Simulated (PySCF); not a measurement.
**C₃H₇FN+: geometry, NMR shifts, spin-spin couplings, electronic excitations and core binding energies**

Wanted: the NMR shifts, spin-spin couplings, electronic excitations and core binding energies of C₃H₇FN+ (`FC1C[NH2+]C1`), by calculation.

The runs use PySCF 2.14.0, with density-fitted response routines of our own; the level of theory stands in each step. All values are computed, except where a source is named. Atoms count from 0, in the outputs and in this text.

**1. Starting geometry**

12 atoms, charge 1, multiplicity 1; geometry from: GFN2-xTB.

Bonds of the start (Å): F0–C1 1.35, C1–C2 1.54, C2–N3 1.50, N3–C4 1.50, C4–C1 1.54, C1–H5 1.09, C2–H6 1.09, C2–H7 1.09, N3–H8 1.03, N3–H9 1.03, C4–H10 1.09, C4–H11 1.09.

**2. Optimising the geometry at PBE0-D3(BJ)/def2-SVP**

What the job is given:

```
{"job": {"xc": "PBE0", "basis": "def2-SVP", "d3": "d3bj", "grid": 1, "kind": "geom"}, "charge": 1, "multiplicity": 1}
F     -0.552873     1.952338    -0.444729
C     -0.381225     0.924173     0.420038
C      0.999649     0.264364     0.258022
N      0.377774    -0.887102    -0.469296
C     -0.987772    -0.384360    -0.116958
H     -0.680968     1.268247     1.410828
H      1.464466    -0.036803     1.194524
H      1.705885     0.839176    -0.340752
H      0.619202    -1.822077    -0.125317
H      0.560629    -0.867617    -1.478545
H     -1.648396    -0.256040    -0.974123
H     -1.475173    -0.994983     0.640281
```

**Question.** This job is followed by: GIAO PBE0/pcSseg-1 NMR shielding, non-relativistic, gas phase; B3LYP/pcJ-1 indirect spin-spin coupling, non-relativistic, gas phase; TDDFT CAM-B3LYP/def2-SVPD, vertical, gas phase, core orbitals frozen in the response; GIAO WP04/pcSseg-2 NMR shielding, non-relativistic, gas phase; delta-SCF UKS SCAN, pcX-2 on the ionised atom, pcseg-1 elsewhere, spin-free X2C. What will the session give for the following? point group; rotational constants (main isotopes); 13C shifts against TMS (PBE0/pcSseg-1, means over atoms taken as alike); 1H shifts against TMS (PBE0/pcSseg-1, means over atoms taken as alike); 19F shifts against CFCl3 (PBE0/pcSseg-1); 15N shifts against NH3 (PBE0/pcSseg-1); largest coupling of the table (B3LYP/pcJ-1); lowest singlet (CAM-B3LYP/def2-SVPD); lowest triplet; vertical ionisation energy (ΔSCF); vertical electron affinity (ΔSCF); C1s binding energies, SCAN/pcX-2; F1s binding energies, SCAN/pcX-2; N1s binding energies, SCAN/pcX-2; range of the shift of C1.

The runs gave:

| quantity | value |
| --- | --- |
| point group | Cs |
| rotational constants (main isotopes) | 9.20, 4.56, 3.78 GHz |
| 13C shifts against TMS (PBE0/pcSseg-1, means over atoms taken as alike) | 84.5, 62.5 ppm |
| 1H shifts against TMS (PBE0/pcSseg-1, means over atoms taken as alike) | 5.49, 5.14, 5.01, 4.80, 4.51 ppm |
| 19F shifts against CFCl3 (PBE0/pcSseg-1) | -190.7 ppm |
| 15N shifts against NH3 (PBE0/pcSseg-1) | 52.2 ppm |
| largest coupling of the table (B3LYP/pcJ-1) | 1J(F,C) F0–C1, -280.0 Hz |
| lowest singlet (CAM-B3LYP/def2-SVPD) | 8.71 eV (142 nm), f = 0.022 |
| lowest triplet | 8.49 eV |
| vertical ionisation energy (ΔSCF) | 17.31 eV |
| vertical electron affinity (ΔSCF) | 3.41 eV |
| C1s binding energies, SCAN/pcX-2 | C1 298.85, C2 298.19 eV |
| F1s binding energies, SCAN/pcX-2 | F0 697.62 eV |
| N1s binding energies, SCAN/pcX-2 | N3 414.40 eV |
| range of the shift of C1 | 84.5 to 90.5 ppm |

**Reading.** Over 3 steps the energy fell by 0.036 eV; of the close pairs, C2–N3 changed most, 1.497 to 1.517 Å. No frequency check was run at this level, so the end point may be a saddle. C1 (sp3 CH bonded to F) lies farthest downfield among carbon, at 84.5 ppm; pulled downfield by the heteroatom. The most deshielded hydrogen is H5 (hydrogen on an sp3 CH bonded to F), at 5.49 ppm: its carbon carries F, which withdraws density. Of the pairs tabulated at B3LYP/pcJ-1, F0–C1 couples most strongly (-280.0 Hz; Fermi contact -306.7 Hz). Couplings across rotatable bonds belong to this one conformer; where others are populated, the observed values are averages. The first singlet state (HOMO→LUMO 0.89) lies at 8.71 eV and is weak. The lowest triplet lies 0.22 eV below the lowest singlet (triplets in Tamm-Dancoff, singlets in full TDDFT). The orbital energy would give 16.18 eV for ionisation, ΔSCF gives 17.31 eV. The C1s levels kept as sound span 0.66 eV, from C2 (sp3 CH2 bonded to N) up to C1 (sp3 CH bonded to F). Across the 2 runs the shift of C1 moves most, between 84.5 (PBE0/pcSseg-1) and 90.5 ppm (WP04/pcSseg-2).
